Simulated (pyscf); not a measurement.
`[CH3][CH2][Br]` + `[H]` [doublet] → `[CH3][CH3]` + `[Br]` [doublet], a substitution at C (doublet surface; Br–C broken, C–H formed). Structures and frequencies: ωB97X-D3(BJ)/def2-SVP in PySCF. Energies in kcal/mol from the separated reactants.

Small-basis levels: PySCF, no dispersion term, spherical d functions. Open shells are spin-unrestricted. 

Problem. In single points BP86/6-31G*+LANL2DZ puts the saddle at 6.2 kcal/mol and the reaction energy at -39.7 kcal/mol. Should these be trusted to within a few kcal/mol? Compare with ωB97M-D3(BJ)/def2-TZVP.

Solution. ωB97M-D3(BJ)/def2-TZVP gives ΔE‡ = 17.3 kcal/mol and ΔE = -34.0 kcal/mol. BP86/6-31G*+LANL2DZ lies 11.0 kcal/mol under it in the barrier and 5.7 kcal/mol under it in the reaction energy, so on this step it does not hold to within 3.0 kcal/mol. ωB97M-D3(BJ)/def2-TZVP has limits of its own. Abstraction by the radical was not located in this set and often lies lower. One saddle was located; it need not be the lowest between these sides. The angle at the attacked C is 160°. Left out: the spin-orbit lowering of Br, which is large for Br, Se, Te and I. In the def2 sets elements up to Kr have no core potential.
